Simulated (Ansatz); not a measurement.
## How methods differ on SiNH4 (SMILES [NH][SiH3])

SiNH4: 6 atoms, total charge 0, spin state doublet. As SMILES, `[NH][SiH3]`. The shape is that of a PBE0-D4/def2-TZVP optimisation.

```
atom    x (Å)    y (Å)    z (Å)
   N   0.5921  -0.8352   0.9095
  Si  -0.2037   0.3476  -0.1100
   H   0.9228  -1.6407   0.3727
   H  -1.3106  -0.2823  -0.8855
   H   0.7895   0.9118  -1.0689
   H  -0.7481   1.4348   0.7362
```

Each level gives the energy change with the N1–Si2 bond stretched from 1.753 to 3.505 Å (eV). The values are calculated.

```
            level                    kind  program  value (eV)  less FCI/STO-3G  CPU time (all runs)
       UHF/STO-3G            Hartree–Fock   Ansatz        2.52            -0.62               0.27 s
     UBLYP/STO-3G                     GGA   Ansatz        3.92            +0.78                6.9 s
  U-r2SCAN/STO-3G                meta-GGA   Ansatz        3.88            +0.74                 11 s
 U-r2SCAN0/STO-3G         hybrid meta-GGA   Ansatz        3.75            +0.61                 23 s
UCAM-B3LYP/STO-3G  range-separated hybrid   Ansatz        3.96            +0.82                5.6 s
   UB2PLYP/STO-3G           double hybrid   Ansatz        3.63            +0.49                5.1 s
      UMP2/STO-3G     perturbation theory   Ansatz        3.05            -0.09               0.38 s
  UBCCD(T)/STO-3G   coupled cluster or CI   Ansatz        3.15            +0.01               0.79 s
       FCI/STO-3G      exact in the basis   Ansatz        3.14             0.00                 13 s
```

FCI/STO-3G is exact within its basis and frozen core, so for wave-function methods in that basis the difference is their error; functionals converge differently with the basis, so for them it is only a difference. The first shape isn't each level's own minimum. The values span 2.52 to 3.96 eV. Spin contamination of the reference (⟨S²⟩ at least 0.1 too high) touches UHF/STO-3G, UBLYP/STO-3G, U-r2SCAN/STO-3G, U-r2SCAN0/STO-3G, UCAM-B3LYP/STO-3G, UB2PLYP/STO-3G, UMP2/STO-3G, UBCCD(T)/STO-3G. All rows use very small basis sets, so even the best lies far from the true value. Times are those of the runs behind each value, whatever else they computed, on shared processors of several kinds: orders of magnitude only.
